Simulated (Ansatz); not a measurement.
NH3, SbH3: atomization energies

Ansatz 0.2.0, functionals in def2-QZVPP, HF, MP2 and coupled cluster extrapolated from def2-TZVPP and def2-QZVPP (exp(−7.88 √X), X^−2.97); geometries are PBE0/def2-TZVP minima. Wave-function levels freeze the cores with the filled d shells of p-block atoms; HF, MP2 and coupled cluster are restricted for singlets and unrestricted otherwise, atoms included (their steps beyond CCSDT(Q) come from restricted open-shell runs), restricted open-shell where a d shell is frozen. The best estimate adds to that CCSD(T) limit the step from CCSD(T) to the highest level run in a smaller set (CCSDTQ/cc-pVDZ, CCSDTQ/def2-SVP). It lacks core correlation, which semilocal and hybrid functionals hold and which counts in their errors here, (a few kJ/mol in atomization energies of light atoms) is good to about 1 kcal/mol where the step is under 0.06 eV, as here, and is no measured value. An error is the level's value less this estimate. Energies are electronic, without zero-point terms. No spin–orbit coupling; scalar relativity only by core potentials past Kr. CCSD(T)'s error is that step with its sign reversed, by construction, and steps from double-zeta sets run high. The species are chosen: bound, without strong static correlation by their natural occupations or amplitudes, in their lowest spin state as far as vertical gaps and like structures tell, and with a ladder that closes on the reference, so errors are smaller than for species at large; levels whose determinant breaks symmetry or spin markedly are left out.

```tsv
species	bonds (Å)	quantity	symmetry of the states	reference	value (kJ/mol)	error CCSD	error CCSD(T)
NH3, singlet	N–H 1.012, angles at N 107°	atomization	–	limit + step to CCSDTQ/cc-pVDZ	1248.0	-17.9	-1.1
SbH3, singlet	Sb–H 1.708, angles at Sb 91°	atomization	–	limit + step to CCSDTQ/def2-SVP	820.3	-8.6	-1.2
```

The reference falls from N to Sb, by 427.7 kJ/mol in all.
